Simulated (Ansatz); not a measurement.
The input, for Ansatz 0.2.0:

```yaml
crystal:
  periodic: [false, false, false]
  atoms:
    - {symbol: B, position_ang: [0.000000, 0.082706, 0.862106]}
    - {symbol: N, position_ang: [0.000000, -0.114663, -0.589596]}
    - {symbol: H, position_ang: [0.000000, 0.706304, -1.053560]}
basis:
  gaussian: {orbitals: def2-SVP}
magnetization: {spin_polarized: true, initial_magnetization: 3}
hamiltonian: {pseudopotentials: {relativity: none}}
correlation: {method: ccsdt_q, electrons: outside_noble_gas}
scf: {lower_state_search: light}
```

```sh
$ ansatz run in.yaml --threads 1 --pin off --events-out ev --progress --plain --max-ram 2393MiB
```

Output:

```
606 factors; integrals over basis functions are off by at most 1.6e-7 eV
mean field evaluation 1: about -2160.5676 eV, gradient 1.1e1 eV
mean field evaluation 2: about -2160.5691 eV, gradient 1.1e1 eV
mean field evaluation 4: about -2162.1187 eV, gradient 2.4e0 eV
mean field evaluation 8: about -2162.2947 eV, gradient 2.4e-1 eV
mean field evaluation 16: about -2162.2944 eV, gradient 3.8e-1 eV
mean field evaluation 32: about -2162.2926 eV, gradient 2.4e-1 eV
mean field evaluation 64: about -2162.0610 eV, gradient 3.1e-3 eV
mean field evaluation 96: about -2160.6173 eV, gradient 5.7e-1 eV
mean field evaluation 128: about -2161.4964 eV, gradient 1.9e0 eV
mean field evaluation 160: about -2161.4288 eV, gradient 1.5e0 eV
...
cycle  12  -5.20653384 eV  change    9.1e-5 eV  update   3.0e-4
cycle  13  -5.20666843 eV  change   -1.3e-4 eV  update   1.6e-4
cycle  14  -5.20672680 eV  change   -5.8e-5 eV  update   6.5e-5
cycle  15  -5.20669311 eV  change    3.4e-5 eV  update   3.2e-5
cycle  16  -5.20668260 eV  change    1.1e-5 eV  update   1.7e-5
cycle  17  -5.20668361 eV  change   -1.0e-6 eV  update   7.9e-6
cycle  18  -5.20668357 eV  change    4.2e-8 eV  update   4.7e-6
cycle  19  -5.20668499 eV  change   -1.4e-6 eV  update   2.2e-6
cycle  20  -5.20668553 eV  change   -5.4e-7 eV  update   1.2e-6
cycle  21  -5.20668544 eV  change    9.7e-8 eV  update   7.6e-7
perturbative correction -0.00954111 eV, -0.0003506293 hartree
Total energy: -2167.51226353 eV, -79.6546064921 hartree
```

Ran on 1 thread of Arm Neoverse V1, shared host: 11 s wall, 0.19 GiB peak host memory.
